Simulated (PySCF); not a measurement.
Compound: C5H11N.
Bonds: C1–N2, N2–C3, C3–C4, C4–C5, C5–C6, N2–C6. Hydrogens: H7, H8, H9 on C1; H10, H11 on C3; H12, H13 on C4; H14, H15 on C5; H16, H17 on C6.

Computed geometry: GFN2-xTB, gas phase.

(1) Give the optimised bond lengths and angles.

## Answers

(1) 
```tsv
bond	length (Å)	order
C1–N2	1.440	single
N2–C3, N2–C6	1.451	single
C3–C4, C5–C6	1.531	single
C4–C5	1.540	single
C1–H7	1.104	single
C1–H8, C1–H9	1.089	single
C3–H10, C6–H16	1.091	single
C3–H11, C6–H17	1.106	single
C4–H12 and 3 like bonds	1.089	single
```

Bonds in one row agree within 0.01 Å and their mean is given. Orders are formal, as drawn. A selection of angles:
```tsv
angle	degrees
N2–C1–H7	112.7
N2–C1–H8	109.1
H7–C1–H8	108.6
C1–N2–C3	113.9
C3–N2–C6	104.8
N2–C3–C4	104.5
N2–C3–H10	109.8
N2–C3–H11	111.3
C4–C3–H10	112.8
C4–C3–H11	110.2
H10–C3–H11	108.2
C3–C4–C5	104.5
C3–C4–H12	111.0
C5–C4–H12	111.9
H12–C4–H13	108.0
C4–C5–H15	110.3
C6–C5–H15	109.9
```

Dihedral angles: C1–N2–C3–C4 -166° (antiperiplanar); N2–C3–C4–C5 20° (synperiplanar); C3–C4–C5–C6 6° (synperiplanar); C4–C5–C6–N2 -30°; C1–N2–C6–C5 169° (antiperiplanar). The mirror-image conformer, all signs reversed, is as good.

N2 (tertiary amine nitrogen) is pyramidal (angles 114.3°, 113.9° and 104.8°, sum 333.0°, 0.44 Å off the plane of its three neighbours). The 5-membered ring N2–C3–C4–C5–C6 has internal angles of 103.4° to 104.8°; it is puckered, 0.18 Å rms from its mean plane, widest ring torsion 44°. Of the pairs four or more bonds apart, H7···H11 is among the closest relative to their van der Waals radii: 2.47 Å, 103 % of the sum of Bondi's values.

Point group: near Cs, missed by 0.23 Å at most; the miss may be what the optimiser left on a soft mode. GFN2-xTB frequencies: not computed here. The numbers are those of one conformer.
